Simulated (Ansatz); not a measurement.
**Equilibrium lattice constant a of some cubic elemental solids other than molecular ones**

Method: r²SCAN+rVV10 (Ansatz, a first-principles code, PAW). References are measured values corrected to a static lattice. The table is a random draw of 8 from 29 solids with such references.

Values in Å.

```csv
solid,reference,r²SCAN+rVV10,error (%)
bcc Mo,3.141,3.144,+0.10
bcc Nb,3.294,3.294,0.00
bcc Ba,4.995¶,5.010,+0.30
fcc Ca,5.553¶,5.547,-0.11
fcc Rh,3.794,3.788,-0.16
fcc Au,4.062,4.100,+0.94
bcc W,3.16,3.161,+0.03
fcc Al,4.018,3.987,-0.77
```

Over these 8 solids the mean error is +0.04 %, the mean absolute error 0.30 % (median 0.13 %), and the worst case fcc Au at +0.94 %; the value is above the reference in 4 of 8 cases. Over all 29, from unrounded values, the mean error is +0.32 % and the mean absolute error 0.67 % (median 0.34 %). Caveats on values not shown: the commensurate order stands in for chromium's spin-density wave, and the size of the moments varies much between levels (1).

All these references are brought to a static lattice.

Spin–orbit coupling is left out, also for the solids with elements from indium on (bcc Ba, fcc Au, bcc W); its size isn't shown.

¶ marks references of a special kind: bcc Ba, 4.995 Å (measured, low-temperature or extrapolated to 0 K; zero-point anharmonic expansion removed, our sources range from 4.995 to 5.004; as tabulated in Csonka et al. (2009), arXiv:0903.4037); fcc Ca, 5.553 Å (measured, low-temperature or extrapolated to 0 K; zero-point anharmonic expansion removed; as tabulated in Csonka et al. (2009), arXiv:0903.4037).

Differences are worked out from the printed values.

Ansatz's density-functional and Hartree–Fock values are scalar-relativistic unless marked +SOC, with PAW data made under PBE.

Ansatz's runs of these crystals have no spin polarisation. Meta-GGAs and exact exchange favour moments, which can bear on fcc Rh.

Not in this set, of the elemental solids other than molecular ones with a reference value in our tables and a result at some level: 19 for a reference at room or unstated temperature; 4 for a high-temperature or high-pressure phase. These can be a level's best or worst cases. At least 1 more with a reference value is held back for tests. Solids without a released value at any level aren't counted. Layered and molecular crystals are counted apart. The metals Ce to Yb are counted apart.

References as tabulated in Mejia-Rodriguez and Trickey (2018), arXiv:1807.09216; Csonka et al. (2009), arXiv:0903.4037.
